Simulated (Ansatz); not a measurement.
## A basis-limit estimate, worked out

An elementary step of CH₅ClSi, singlet (CH₅ClSi ([CH3][SiH2][Cl]) → SiHCl ([SiH][Cl]) + CH₄; bonds formed: C2–H3; bonds broken: Si1–C2, Si1–H3). “Start” is the structure reached by relaxing down from the saddle towards the reactants; PBE0-D4/def2-TZVP structures. The saddle:

Si1  (-0.737, 1.134, -0.107)
C2  (0.398, -0.760, -0.208)
H3  (0.059, 0.426, -1.169)
H4  (-1.799, 0.333, 0.544)
Cl5  (0.410, 2.017, 1.375)
H6  (1.348, -0.779, -0.744)
H7  (-0.266, -1.551, -0.552)
H8  (0.587, -0.821, 0.862)
(Å)

Program: Ansatz 0.2.0. Basis: def2-TZVPP and def2-QZVPP. Cores are frozen in the correlated methods.

Energies in eV:

| quantity | saddle | start |
| --- | --- | --- |
| Hartree–Fock, triple zeta (X = 3) | -21474.19064 | -21478.33906 |
| Hartree–Fock, quadruple zeta (X = 4) | -21474.84446 | -21478.99295 |
| MP2 correlation, X = 3 | -14.23798 | -13.50106 |
| MP2 correlation, X = 4 | -15.35265 | -14.61019 |
| CCSD(T) correlation, X = 3 | -16.14000 | -15.33862 |

(1) Work out the barrier at the basis limit: extrapolate Hartree–Fock as E(X) = E∞ + A exp(−7.88 √X) and the MP2 correlation as E(X) = E∞ + B X^−2.97 (the exponents that Neese and Valeev fitted for def2-TZVPP and QZVPP), then add CCSD(T) − MP2 in triple zeta.

The T1 diagnostic stays at or below 0.013. The restricted Hartree–Fock reference is unstable towards an unrestricted one at one or more of these structures.

## Answers

(1) Each step is linear, so take the differences first (saddle − start): Hartree–Fock 4.14842 (X = 3) and 4.14849 (X = 4); MP2 correlation -0.73692 and -0.74246; CCSD(T) correlation -0.80138.
Two points give E∞ = E(4) + w [E(4) − E(3)], with w = 1/(exp(7.88 (2 − √3)) − 1) = 0.1377 for Hartree–Fock and w = 1/((4/3)^2.97 − 1) = 0.7407 for the correlation.
Hartree–Fock: 4.14849 + 0.1377 × 0.00007 = 4.1485 eV.
MP2 correlation: -0.74246 + 0.7407 × (-0.00554) = -0.7466 eV.
CCSD(T) − MP2: -0.80138 − (-0.73692) = -0.0645 eV.
Sum: 4.1485 + (-0.7466) + (-0.0645) = 3.3374 eV, or 76.96 kcal/mol. Plain CCSD(T) in triple zeta gives 3.3470 eV, so the larger basis shifts the result by -0.0096 eV.

Losses and insertions of silylenes and their heavier kin drive the gas-phase chemistry of silicon and germanium vapour deposition.

Labels in which every atom is bracketed show which atoms are joined, not bond orders.

For scale, one of the runs: CCSD(T)/def2-TZVPP, 185 basis functions, launched by `ansatz run in.yaml --threads 2 --pin off --events-out ev --progress --plain --max-ram 4352MiB`. Time: 37 s of wall clock on 2 CPU threads of an Arm Neoverse V1; the host was shared. Peak host memory: 1.7 GiB.
